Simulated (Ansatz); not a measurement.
**CH3F (fluoromethane) at wB97X/def2-TZVPP**

What is the energy change on altering one bond length of CH3F (fluoromethane) at wB97X/def2-TZVPP? 

The calculation is run with Ansatz 0.2.0.

45 further runs of the same task are left out: 45 set aside as unsound or not needed.

## Step 1: The structure to begin with

The species is CH3F (5 atoms), meant as a singlet with charge 0. SMILES: `CF`. The coordinates come from a PBE0-D4/def2-TZVP relaxation.

Bond lengths: C1–F2 1.376 Å, C1–H3 1.092 Å, C1–H4 1.092 Å, C1–H5 1.092 Å. Angles: F2–C1–H3 109.1°, F2–C1–H4 109.1°, F2–C1–H5 109.1°, H3–C1–H4 109.9°, H3–C1–H5 109.9°, H4–C1–H5 109.9°.

## Step 2: The energy at wB97X/def2-TZVPP

job.yaml

```yaml
crystal:
  periodic: [false, false, false]
  atoms:
    - {symbol: C, position_ang: [-0.050700, 0.032900, 0.007800]}
    - {symbol: F, position_ang: [1.094100, -0.710500, -0.168600]}
    - {symbol: H, position_ang: [-0.918700, -0.626900, -0.058000]}
    - {symbol: H, position_ang: [-0.104800, 0.796000, -0.772000]}
    - {symbol: H, position_ang: [-0.019800, 0.508500, 0.990700]}
basis:
  gaussian: {orbitals: def2-TZVPP}
hamiltonian: {xc: {name: wB97X}}
accuracy: high
output: {orbitals: {seedname: orbitals}}
```

The run is started by

```console
ansatz run job.yaml --threads 1 --pin off --max-ram 3480MiB --events-out events.jsonl --progress --plain --runs-dir runs
```

Log:

```text
Warning: RAYON_NUM_THREADS=1 ignored (pool sized by the plan → 1); use --threads N
Functional definition: wB97X
  name "wB97X"
  parameter omega = 0.3/bohr
  parameter cx = 0.157706
  parameter cx1 = 0.726479
  parameter cx2 = 1.04760
  parameter cx3 = -5.70635
  parameter cx4 = 13.2794
  parameter css1 = -4.33879
  parameter css2 = 18.2308
  parameter css3 = -31.7430
  parameter css4 = 17.2901
  parameter cos1 = 2.37031
  parameter cos2 = -11.3995
  parameter cos3 = 6.58405
  parameter cos4 = -3.78132
  exchange = spin_sum(e_x_unif_sr(omega)*poly(b97_u_x, 1 - cx, cx1, cx2, cx3, cx4)) + cx*exact_x_sr(omega)
      + exact_x_lr(omega)
  correlation = spin_sum(e_c_pw_same_spin*poly(b97_u_same, 1, css1, css2, css3, css4))
      + integral(e_c_pw_opposite_spin*poly(b97_u_opposite, 1, cos1, cos2, cos3, cos4))
1796 factors; integrals over basis functions are off by at most 3.2e-9 eV
224 factors; integrals over basis functions are off by at most 2.3e-9 eV
mean field evaluation 1: about -3802.2709 eV, gradient 2.5e1 eV
mean field evaluation 2: about -3802.7293 eV, gradient 2.1e1 eV
mean field evaluation 4: about -3803.2980 eV, gradient 9.5e-1 eV
mean field evaluation 8: about -3803.3001 eV, gradient 3.8e-3 eV
mean field evaluation 16: about -3803.3001 eV, gradient 1.1e-6 eV
mean field -3803.30010429 eV, -139.7687008633 hartree, gradient 7.0e-8 eV, S^2 0.000000; 0 other end points of the search recorded, 0 dependent functions left out
reference -3803.30010198 eV, -139.7687007783 hartree; 9, 9 occupied and 95, 95 virtual orbitals, 1796 factors
Total energy: -3803.30010198 eV, -139.7687007783 hartree
```

It took 12 s on 1 thread of Arm Neoverse V1, shared host; peak memory 0.34 GiB.

## Step 3: The distorted shape

in.yaml

```yaml
crystal:
  periodic: [false, false, false]
  atoms:
    - {symbol: C, position_ang: [-0.034471, -0.196017, 0.241726]}
    - {symbol: F, position_ang: [1.110329, -0.939417, 0.065326]}
    - {symbol: H, position_ang: [-0.902471, -0.855817, 0.175926]}
    - {symbol: H, position_ang: [-0.104800, 0.796000, -0.772000]}
    - {symbol: H, position_ang: [-0.003571, 0.279583, 1.224626]}
basis:
  gaussian:
    orbitals: def2-TZVPP
magnetization:
  spin_polarized: false
hamiltonian:
  xc: {name: wB97X}
accuracy: high
output:
  orbitals: {seedname: orbitals}
```

The run is started by

```console
ansatz run in.yaml --threads 1 --pin off --max-ram 3480MiB --events-out events.jsonl --progress --plain --runs-dir runs
```

Log, shortened:

```text
Warning: RAYON_NUM_THREADS=1 ignored (pool sized by the plan → 1); use --threads N
Functional definition: wB97X
  name "wB97X"
[...]
      + exact_x_lr(omega)
[...]
      + integral(e_c_pw_opposite_spin*poly(b97_u_opposite, 1, cos1, cos2, cos3, cos4))
1779 factors; integrals over basis functions are off by at most 3.5e-9 eV
232 factors; integrals over basis functions are off by at most 2.3e-9 eV
[...]
mean field -3802.25765279 eV, -139.7303914774 hartree, gradient 4.6e-8 eV, S^2 0.000000; 0 other end points of the search recorded, 0 dependent functions left out
reference -3802.25765040 eV, -139.7303913896 hartree; 9, 9 occupied and 95, 95 virtual orbitals, 1779 factors
Total energy: -3802.25765040 eV, -139.7303913896 hartree
```

It took 12 s on 1 thread of Arm Neoverse V1, shared host; peak memory 0.34 GiB.

## Step 4: Results

Level: wB97X/def2-TZVPP.

```
                                                         quantity          value
                                        first shape: total energy  -139.76870 Eh
                                         first shape: HOMO energy      -12.34 eV
                                         first shape: LUMO energy        3.83 eV
                                       first shape: HOMO–LUMO gap       16.18 eV
                                    distorted shape: total energy  -139.73039 Eh
                                     distorted shape: HOMO energy      -11.72 eV
                                     distorted shape: LUMO energy        2.89 eV
                                   distorted shape: HOMO–LUMO gap       14.61 eV
energy change with the C1–H4 bond stretched from 1.092 to 1.420 Å       1.042 eV
```

In words: With the C1–H4 bond stretched from 1.092 to 1.420 Å the energy rises by 1.04 eV (101 kJ/mol). The first shape isn't relaxed at this level, so the change isn't measured from a minimum.
